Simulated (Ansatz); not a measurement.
# LiF (singlet): wave-function methods side by side, 6-31G

How much of the correlation energy of LiF (singlet) does each wave-function method recover here?

The runs use Ansatz 0.2.0, Gaussian basis; 6-31G, core rule «outside noble gas», up to 2 orbitals frozen.

The runs, in order: UHF; CCSD(T) on RHF; BCCD(T) on RHF; CISD; CCSDT(Q) on RHF; CISDTQ; CCSDTQ on RHF; Full CI.

20 further runs of the same task are left out: 11 for a known fault of the program, 9 set aside as unsound or not needed.

**1. The geometry**

The geometry is an MP2(full)/6-31G* stationary point (not a proven minimum).

2 atoms, charge 0, spin multiplicity 1.

Atoms are counted from 1 here; the program's logs count them from 0.

Bond lengths: Li1–F2 1.567 Å.

**2. UHF**

in.yaml

```yaml
crystal:
  periodic: [false, false, false]
  atoms:
    - {symbol: Li, position_ang: [0.000000, 0.000000, 0.000000]}
    - {symbol: F, position_ang: [0.000000, 0.000000, 1.566620]}
basis:
  gaussian: {orbitals: 6-31G}
magnetization: {spin_polarized: true, initial_magnetization: 0}
hamiltonian: {xc: hf}
output: {orbitals: {seedname: orbitals}}
```

Started as:

```bash
$ ansatz run in.yaml --threads 1 --pin off --events-out ev --progress --plain --max-ram 8192MiB --backend cpu
```

The runs that follow: CCSD(T) on RHF; BCCD(T) on RHF; CISD; CCSDT(Q) on RHF; CISDTQ; CCSDTQ on RHF; Full CI.

Before running them: what should the planned runs give, taken together? Wanted: FCI below the RHF energy; RMP2 from FCI; RCCSD from FCI; RCCSD(T) from FCI; RCCSDT(Q) from FCI; T1 diagnostic; effectively unpaired electrons.

As calculated:

| quantity | value |
| --- | --- |
| FCI below the RHF energy | -3.7186 eV |
| RMP2 from FCI | +19.2 meV |
| RCCSD from FCI | +53.9 meV |
| RCCSD(T) from FCI | +13.7 meV |
| RCCSDT(Q) from FCI | -2.2 meV |
| levels within 1 kcal/mol (43 meV) | RMP2, RCCSD(T), BCCD(T), RCCSDT, CISDTQ, RCCSDT(Q), RCCSDTQ |
| T1 diagnostic | 0.022 |
| effectively unpaired electrons | 0.01 |

In words: RCCSD(T) lands +13.7 meV from the yardstick (0.4 % of the correlation energy). RCCSDT(Q) falls below full CI, which methods that aren't variational can do. One determinant dominates. These misses are within one basis, not against nature.
